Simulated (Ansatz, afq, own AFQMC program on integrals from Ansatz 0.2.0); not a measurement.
# H2O + H, doublet: a scan with AFQMC

```csv
atom,x (Å),y (Å),z (Å)
O,-0.1530,-0.0491,0.0000
H,-0.4023,0.8775,0.0000
H,0.8065,-0.0491,0.0000
H,2.0240,-0.0491,0.0000
```

A hydrogen atom is moved from one rigid fragment to the other; the O1–H3 distance tells how far. The two fragments are held close together, so this isn't a minimum-energy path and the start is a compressed complex. Energies in kcal/mol count from this geometry (0.960 Å) at the same level; the start stands on UHF, each point on the determinant named.

Basis cc-pVTZ. Noble-gas cores (and the filled d shells of Ga–Kr and In–Xe) are frozen. Ansatz 0.2.0 and our own AFQMC program on the same integrals; the CISD trial comes from CCSD amplitudes, and released means the phaseless constraint is let go. Error bars are statistical, one sigma.

Cautions, each for one point or more: unrestricted determinant slightly spin contaminated.

```tsv
r(O1–H3) / Å	det.	T1	weight	⟨S²⟩	CCSD(T)	ph-AFQMC/CISD	released AFQMC	CCSDT(Q)	MP2	r2SCAN
1.095	UHF	0.014	0.93	0.78	5.9	5.9 ± 0.1	5.7 ± 0.1	5.8	7.8	2.9
1.162	UHF	0.019	0.92	0.80	10.2	10.2 ± 0.1	–	10.0	14.7	5.9
1.230	UHF	0.026	0.91	0.81	13.3	13.2 ± 0.1	–	13.0	20.8	8.3
1.297	UHF	0.028	0.91	0.80	14.4	14.5 ± 0.1	14.1 ± 0.1	14.2	23.3	9.7
1.432	UHF	0.021	0.92	0.77	14.3	14.3 ± 0.1	14.2 ± 0.1	14.2	22.4	11.9
```

Weight is that of the determinant in the CISD state; at the start T1 is 0.011 and the weight 0.93, and ⟨S²⟩ is 0.75. A dash marks a missing value, a released energy that hasn't settled or a functional that sits on another state. Largest departures from CCSDT(Q), at the points where its series has closed: CCSD(T) 0.2 kcal/mol at 1.230 (on UHF), ph-AFQMC/CISD 0.3 kcal/mol at 1.297 (on UHF), released AFQMC -0.1 kcal/mol at 1.095 (on UHF) (within the noise), MP2 9.0 kcal/mol at 1.297 (on UHF), r2SCAN -4.7 kcal/mol at 1.230. Functionals count only at points shown to share the start's state and spin.

Some points may be missing: those where a free walk finds a much lower state, and past Zn most of those on another determinant than at the start.

A walk keeps the symmetry of its determinant, which the program's search chose and which needn't be the lowest solution, so a lower state of the same spin and another symmetry isn't excluded. Released energies are given only where the last usable release times agree within the noise; a slower fall can still hide under it.
